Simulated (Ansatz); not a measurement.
**Ti₉Re₇: can entropy hold this alloy together?**

Level of theory: DFT PBE, scalar-relativistic, plane waves, PAW (Ansatz).

Plane waves to 420 eV, a k mesh through Γ of 6×6×5 on the computed 16-atom cell and Gaussian smearing (0.10 eV); no spin polarisation.

Cells of 16 atoms on a bcc lattice, 9 Ti, 7 Re, each occupation relaxed without symmetry on a coarser mesh and computed once more. α is the first-shell Warren–Cowley parameter of unlike pairs (negative: unlike neighbours in excess, 0: random). ΔH counts from the elements in their standard crystals.

| cell | α | ΔH (meV/atom) | V (Å³/atom) | rms shift from sites (Å) |
| --- | --- | --- | --- | --- |
| 1 | -0.02 | -272 | 15.55 | 0.06 |
| 2 | -0.40 | -303 | 15.46 | 0.06 |
| 3 | -0.02 | -280 | 15.54 | 0.06 |

Problem. Weigh the mixing energy against the ideal entropy.

Solution. Ideal mixing gives S = −k_B Σ x ln x = 0.685 k_B per atom (5.7 J/(mol K)), worth 59 meV/atom at 1000 K. The cell nearest to random, 1, has ΔH = -272 meV/atom. It is already below the pure elements, so the rivals are ordered compounds, not the elements: strong attraction usually means ordering on cooling. ΔH includes the cost of putting the elements on this lattice where they prefer another, and what the coarser relaxation leaves, which can only raise it; vibrational entropy is left out.

Problem. Does the alloy prefer like or unlike neighbours?

Solution. Across α from -0.40 to -0.02 the energy spans 31 meV/atom, a slope of 71 meV/atom per unit of α. Lower α is lower in energy: unlike neighbours are favoured, a tendency to order, which fits the negative ΔH. With 3 cells this is a hint: farther shells and local relaxation also differ between them.

The final mesh leaves forces up to 0.10 eV/Å and stresses up to 0.4 GPa.

Spin–orbit coupling is left out, which can shift energies with elements as heavy as these.

Cost: 6 runs of about 29 core-minutes in all (earlier runs that led there not counted), on Intel Xeon Platinum 8259CL (Skylake/Cascade Lake) (shared hosts).